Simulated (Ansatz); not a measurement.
# Sulfur hexafluoride (SF₆): small, medium and large basis sets

An exercise on one series of results from a longer session: the logs are not shown, and one member is left open.

The runs use Ansatz 0.2.0, Gaussian basis; one geometry, several basis sets.

The runs, in order: PBE0-D4/def2-SVP; ωB97M-V/def2-SVP; PBE0-D4/def2-QZVPP; ωB97M-V/def2-QZVPP; the functionals' def2-TZVPP values are taken from earlier runs.

**The geometry**

All runs share one geometry, relaxed beforehand with PBE0-D4 in a triple-zeta def2 set.

SMILES `FS(F)(F)(F)(F)F`, 7 atoms, charge 0, spin multiplicity 1.

Atoms are counted from 1 here; the program's logs count them from 0.

Bond lengths: F1–S2 1.565 Å, S2–F3 1.565 Å, S2–F4 1.565 Å, S2–F5 1.565 Å, S2–F6 1.565 Å, S2–F7 1.565 Å. Angles: F1–S2–F3 90.0°, F1–S2–F4 90.0°, F1–S2–F5 180.0°, F1–S2–F6 90.0°, F1–S2–F7 90.0°, F3–S2–F4 180.0°, F3–S2–F5 90.0°, F3–S2–F6 90.0°, F3–S2–F7 90.0°, F4–S2–F5 90.0°, F4–S2–F6 90.0°, F4–S2–F7 90.0°, F5–S2–F6 90.0°, F5–S2–F7 90.0°, F6–S2–F7 180.0°.

The first run:

in.yaml reads:

```yaml
crystal:
  periodic: [false, false, false]
  atoms:
    - {symbol: F, position_ang: [-0.566043, -1.308394, 0.646139]}
    - {symbol: S, position_ang: [-0.000000, 0.000004, -0.000000]}
    - {symbol: F, position_ang: [1.164639, 0.012533, 1.045590]}
    - {symbol: F, position_ang: [-1.164597, -0.012545, -1.045637]}
    - {symbol: F, position_ang: [0.565994, 1.308430, -0.646119]}
    - {symbol: F, position_ang: [-0.879255, 0.858880, 0.969041]}
    - {symbol: F, position_ang: [0.879262, -0.858899, -0.969014]}
basis:
  gaussian: {orbitals: def2-SVP}
hamiltonian: {xc: pbe0, dispersion: d4}
output: {orbitals: {seedname: orbitals}}
```

Launch:

```
$ ansatz run in.yaml --threads 4 --pin off --events-out ev --progress --plain --max-ram 10444MiB
```

Among the steps run: PBE0-D4 in def2-SVP; ωB97M-V in def2-SVP; PBE0-D4 in def2-QZVPP; ωB97M-V in def2-QZVPP.

One of the session's tables, all rows but one given; the rest of the session is left out.

It belongs to the step «Functionals by basis». 

| functional | basis | HOMO (eV) |
| --- | --- | --- |
| PBE0-D4 | def2-SVP | -12.32 |
| PBE0-D4 | def2-TZVPP | -12.37 |
| PBE0-D4 | def2-QZVPP | -12.41 |
| ωB97M-V | def2-SVP | -14.82 |
| ωB97M-V | def2-TZVPP | -14.90 |
| ωB97M-V | def2-QZVPP | ? |

Q: Estimate the row for ωB97M-V, def2-QZVPP from the others.

**Answer.** HOMO (eV): -14.95. In the column «HOMO (eV)» it is the lowest.
